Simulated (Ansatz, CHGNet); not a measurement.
For diamond-structure Si, the machine-learned potential CHGNet-r²SCAN (trained on r²SCAN data) gives:

* **lattice parameter a**: 5.441 Å
* **zone-centre TO phonon frequency**: 359 cm⁻¹
* **elastic constant C11**: 95.3 GPa
* **elastic constant C44**: 23.0 GPa
* **Voigt–Reuss–Hill shear modulus**: 17.7 GPa

Q: What does Hartree–Fock (PAW; Ansatz, a quantum-chemistry and plane-wave program) give for the same quantities?

A: 
- lattice constant a: 5.506 Å (increases by 1.2 %)
- zone-centre TO phonon frequency: 570 cm⁻¹ (increases by 59 %)
- elastic constant C11: 194 GPa (grows by 100 %)
- elastic constant C44: 99.3 GPa (rises by 330 %)
- Voigt–Reuss–Hill shear modulus: 84.9 GPa (rises by 380 %)

For comparison: lattice constant a 5.421 Å (measured, static lattice: zero-point anharmonic expansion removed; as tabulated in Mejia-Rodriguez and Trickey (2018), arXiv:1807.09216); zone-centre TO phonon frequency 525 cm⁻¹ (measured, low temperature, zero-point motion not removed; as tabulated in Tanner et al. (2021), arXiv:2110.11888); elastic constant C11 168 GPa (measured, low temperature, zero-point motion not removed; as tabulated in Tanner et al. (2021), arXiv:2110.11888); elastic constant C44 80.2 GPa (measured, low temperature, zero-point motion not removed; as tabulated in Tanner et al. (2021), arXiv:2110.11888).

Changes are worked out from the printed values.

Unless a cell is named, each level is at its own relaxed cell (CHGNet-r²SCAN 20.14, Hartree–Fock 20.86 Å³/atom).

Ansatz's density-functional and Hartree–Fock values are scalar-relativistic unless marked +SOC, with PAW data made under PBE.
